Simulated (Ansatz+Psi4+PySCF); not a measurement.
The numbers below are computed, except where a source is named.
Input for Psi4 1.11:

```
molecule {
0 2
Be 0.000000 0.000000 0.323590
H 0.000000 0.000000 -1.294340
}

basis {
assign Be cc-pCVTZ
assign H cc-pVTZ
}
set reference uhf
set scf_type pk
set mp2_type conv
set cc_type conv
set num_frozen_docc 0
energy('mp2')
```

The input is written out from the run's settings.

Output:

```
Converged                       : yes
Reference energy                : -15.13824 hartree
Correlation energy              : -0.07342 hartree
Total energy                    : -15.21166 hartree
Spin squared of the determinant : 0.759
```
